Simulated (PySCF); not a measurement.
Ligands exchanged one at a time, Si Cl-NH2. All species are isolated molecules in the gas phase. One relaxed conformer stands for each flexible species; it need not be the lowest. Strings in code marks are SMILES. All members: neutral, multiplicity 1. Level: TPSSh-D3(BJ)/def2-TZVP (PySCF). Delta-SCF ions had no search for a lower state.  The removal energy is E(N − 1 electrons) − E(N electrons) at the parent's geometry; ε(HOMO) is measured against the vacuum level.

```
species                                                           −ε(HOMO) (eV)  vertical ionisation energy (Delta-SCF) (eV)
----------------------------------------------------------------  -------------  -------------------------------------------
`N[Si](N)(N)N`                                                             5.88                                     withheld
`N[Si](N)(N)Cl`                                                            6.33                                         8.95
`N[Si](N)(Cl)Cl` (H–N–Si–Cl torsion -32°, Cl–Si–N–H torsion 84°)           7.20                                         9.65
`N[Si](Cl)(Cl)Cl`                                                          7.55                                        10.17
`Cl[Si](Cl)(Cl)Cl`                                                         8.80                                        11.19
```

### Question
Fit vertical ionisation energy (Delta-SCF) = a + b·x to the 4 complete rows by least squares, with x = −ε(HOMO) in eV. Give a, b and the rms residual, and predict the withheld value.

### Answer
Means of the 4 rows: x̄ = 7.47, ȳ = 9.99 eV. Σ(x − x̄)² = 3.1478 and Σ(x − x̄)(y − ȳ) = 2.8878, so b = 0.917 and a = ȳ − b·x̄ = 3.140 eV. The rms residual is 0.071 eV. At x = 5.88 the line gives 8.53 eV, outside the range of the fitted rows. The run for `N[Si](N)(N)N` gave 8.31 eV, so the line is off by 0.22 eV, more than twice the rms residual.

Codes: PySCF.
